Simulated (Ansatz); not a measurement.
# CHB (triplet): from Hartree-Fock to the top rungs at distance B1–C2 = 1.824 Å, cc-pVDZ

How much of the correlation energy of CHB (triplet) does each wave-function method recover here?

Computed with Ansatz 0.2.0, Gaussian basis. Level: cc-pVDZ, core rule «outside noble gas», up to 2 orbitals frozen.

Plan: UHF; CCSD(T) on ROHF; CCSD(T) on UHF; BCCD(T) on ROHF; CISD; CCSDT(Q) on ROHF; CCSDT(Q) on UHF; CASSCF and MRCISD+Q, 4 electrons in 4 orbitals; CASSCF and NEVPT2, 4 electrons in 4 orbitals; CASSCF and MRCISD+Q, 8 electrons in 9 orbitals; CASSCF and NEVPT2, 8 electrons in 9 orbitals.

12 further runs of the same task are left out: 1 for a known fault of the program, 8 that didn't finish, 3 set aside as unsound or not needed.

### 1 The system

The geometry derives from a PBE0/def2-TZVP stationary point (not a proven minimum). One bond is set to the value named and the two fragments are kept rigid.

3 atoms, charge 0, spin multiplicity 3.

Atoms are counted from 1 here; the program's logs count them from 0.

Bond lengths: C2–H3 1.071 Å.

### 2 UHF

Input file in.yaml:

```yaml
crystal:
  periodic: [false, false, false]
  atoms:
    - {symbol: B, position_ang: [0.000000, 0.000000, 1.572934]}
    - {symbol: C, position_ang: [0.000000, 0.000000, -0.251066]}
    - {symbol: H, position_ang: [0.000000, 0.000000, -1.321868]}
basis:
  gaussian: {orbitals: cc-pVDZ}
magnetization: {spin_polarized: true, initial_magnetization: 2}
hamiltonian: {xc: hf}
output: {orbitals: {seedname: orbitals}}
```

Command:

```sh
> ansatz run in.yaml --threads 1 --pin off --events-out ev --progress --plain --max-ram 2393MiB
```

After this run come: CCSD(T) on ROHF; CCSD(T) on UHF; BCCD(T) on ROHF; CISD; CCSDT(Q) on ROHF; CCSDT(Q) on UHF; CASSCF and MRCISD+Q, 4 electrons in 4 orbitals; CASSCF and NEVPT2, 4 electrons in 4 orbitals; CASSCF and MRCISD+Q, 8 electrons in 9 orbitals; CASSCF and NEVPT2, 8 electrons in 9 orbitals.

Q: Predict the results of all the runs planned. Wanted: UCCSDT(Q) below the RHF energy; RMP2 from UCCSDT(Q); UMP2 from UCCSDT(Q); RCCSD from UCCSDT(Q); RCCSD(T) from UCCSDT(Q); UCCSD(T) from UCCSDT(Q); RCCSDT(Q) from UCCSDT(Q); NEVPT2 pair from UCCSDT(Q); NEVPT2 valence from UCCSDT(Q).

The runs gave:

| quantity | value |
| --- | --- |
| UCCSDT(Q) below the RHF energy | -5.3691 eV |
| RMP2 from UCCSDT(Q) | +1287.1 meV |
| UMP2 from UCCSDT(Q) | +1298.0 meV |
| RCCSD from UCCSDT(Q) | +220.6 meV |
| RCCSD(T) from UCCSDT(Q) | +54.1 meV |
| UCCSD(T) from UCCSDT(Q) | +54.9 meV |
| RCCSDT(Q) from UCCSDT(Q) | +2.5 meV |
| NEVPT2 pair from UCCSDT(Q) | +1224.7 meV |
| NEVPT2 valence from UCCSDT(Q) | +656.0 meV |
| MRCISD+Q valence from UCCSDT(Q) | +16.0 meV |
| levels within 1 kcal/mol (43 meV) | RCCSDT, UCCSDT, RCCSDT(Q), MRCISD+Q valence |
| T1 diagnostic | 0.031 |
| effectively unpaired electrons | 2.11 |

**Reading.** RCCSD(T) misses by +54.1 meV, 1.0 % of the correlation energy. One determinant dominates. Of the multireference levels listed MRCISD+Q valence comes nearest in total energy (+16.0 meV), which doesn't show that its space is the better one. Coupled cluster took another determinant than the lowest Hartree-Fock one. These misses are within one basis, not against nature; the frozen cores of restricted and unrestricted runs differ, which can shift their rows.
